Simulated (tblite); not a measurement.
Q: Write Cartesian coordinates for `O/C(=C/N)C=[NH2+]` as optimised with GFN2-xTB. (Charge +1.)

A: 
```
atom  x, y, z in Å
N1     0.6016    0.6041    2.0050
C2     0.4995    1.0394    0.7591
C3     0.0473    0.3399   -0.3499
O4     0.0051    0.9259   -1.5858
C5    -0.3993   -0.9857   -0.3289
N6    -0.8135   -1.5797   -1.4240
H7     0.9460    1.2149    2.7291
H8     0.3455   -0.3325    2.2740
H9     0.8105    2.0671    0.6029
H10    0.3117    1.8393   -1.5701
H11   -0.4151   -1.5478    0.5931
H12   -1.1446   -2.5321   -1.4329
H13   -0.7991   -1.0523   -2.2895
```

Any rigid rotation of these coordinates is as good. Atoms count from 1 in this order. N1 (enamine nitrogen) is planar (angles 122.5°, 120.2° and 117.3°, sum 360.0°, 0.00 Å off the plane of its three neighbours). C2 (vinylic carbon bearing nitrogen) is planar (angles 127.7°, 117.1° and 115.1°, sum 360.0°, 0.00 Å off the plane of its three neighbours). C3 (vinylic carbon bearing oxygen) is planar (angles 124.7°, 121.1° and 114.2°, sum 360.0°, 0.00 Å off the plane of its three neighbours). Of the pairs four or more bonds apart, those above aside, H8···H11 is among the closest relative to their van der Waals radii: 2.21 Å, 92 % of the sum of Bondi's values.

Bonds between heavy atoms (Å): N1–C2 1.324, C2=C3 1.387, C3–O4 1.368, C3–C5 1.399, C5=N6 1.313.

Computed geometry: GFN2-xTB, gas phase.

Point group: Cs (tolerance 0.08 Å). Its GFN2-xTB frequencies are all real (lowest 178 cm⁻¹). Torsions: C2–C3–O4–H 0°, C2–C3–C5–N6 180°.

One conformer stands for the species.
